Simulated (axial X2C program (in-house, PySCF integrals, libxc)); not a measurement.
# AlC⁺ at several levels of theory

Computed with an in-house relativistic program for diatomic molecules. Spin-free means the one-electron spin-free X2C Hamiltonian; two-component (2c) means X2C with spin–orbit coupling and atomic mean-field two-electron Coulomb and Gaunt terms, so the difference of the two also holds small scalar two-electron terms. Basis: Al dyall-v3z [8s8p2d1f], C dyall-v3z [7s6p2d1f] (cores contracted in-house); Gaussian nuclei, density fitting, unrestricted open shells. Masses: Al 26.982 u, C 12.000 u.

State, spin-free: M_S = 1, Λ = 0 (beyond evenly filled blocks: π+α, π-α); electrons by block: σα: 6, σβ: 6, π+α: 2, π+β: 1, π-α: 2, π-β: 1. Fragments: Al+ + C.

State, 2c: Ω = 1 (⟨Sz⟩ = 1.00, ⟨Lz⟩ = 0.00 at PBE0); electrons by block: 1/2: 7, -1/2: 8, 3/2: 2, -3/2: 1. Fragments: Al+ + C.

| Hamiltonian | level | Re (Å) | ωe (cm⁻¹) | αe (cm⁻¹) | De (eV) | D0 (eV) | μ (D) |
| --- | --- | --- | --- | --- | --- | --- | --- |
| 2c | PBE0 | 1.939 | 615.0 | 0.00869 | 0.937 | 0.899 | -2.83 |
| 2c | HF | 1.885 | 740.2 | n/a | 0.443 | 0.398 | -3.04 |
| 2c | CCSD | 1.953 | 548.7 | 0.0142 | 0.348 | 0.315 | n/a |
| 2c | CCSD(T) | 1.966 | 533.3 | 0.013 | 0.471 | 0.439 | n/a |
| 2c | PW91 | 1.962 | 595.9 | 0.00752 | 1.17 | 1.14 | -2.85 |

Spin-free values that have a 2c row agree with it to the digits that matter (0.001 Å, 0.01 eV) and are not repeated.

Correlated methods: 6 electrons correlated (number of frozen shells: Al 2 s, 1 p; C 1 s), 148 virtual spin orbitals or spinors in MP2, 77 natural virtuals in coupled cluster.

Dipoles are positive if C is the positive end and refer to the centre of mass.

The state is a single determinant with fixed occupations, the lowest that a limited PBE0 search found. De is counted from the lowest determinant-based energies of the atoms at the same level, without counterpoise correction. Density functionals use the spin component along the axis (collinear). CCSD and (T) use frozen natural virtuals with an MP2 correction for the truncation; (T) itself is uncorrected, so its De runs slightly low. The 2c atoms are single determinants rather than J levels; their spin–orbit lowering is only partly caught, and De is too large by that part. This holds for PBE0, CCSD, CCSD(T), PW91. The functionals have no current-density term, which raises determinants with orbital currents, atoms included. With several unpaired electrons one determinant need not be a pure state. Open-shell Ω = 0 determinants with evenly filled partner blocks cannot be reached by this program, so the Ω shown need not be the lowest component. This is the Ω = 1 component of a π² triplet; the 0⁺ component is not one determinant and can lie lowest. The determinant is spin-polarised beyond a pure state at some levels (its spin-free form has ⟨S²⟩ too high), which makes Re and μ there less reliable. The T1 diagnostic is large, a sign of multireference character. The stretched end of a curve changes character and is left out.

No reliable constants came from MP2 (2c), MP2 (spin-free): no minimum in range, unconverged points, a curve that is not smooth, a change of character along it, or the two Hamiltonians disagreeing along it.

Rough cost a point (2c) on 1 thread(s) of a shared host, integrals apart: PBE0 0.25 s, HF 0.12 s, CCSD(T) 2.1 s, PW91 0.2 s.

The whole task took 59 s on 1 thread of Intel(R) Xeon(R) Processor @ 2.30GHz, on a shared host.
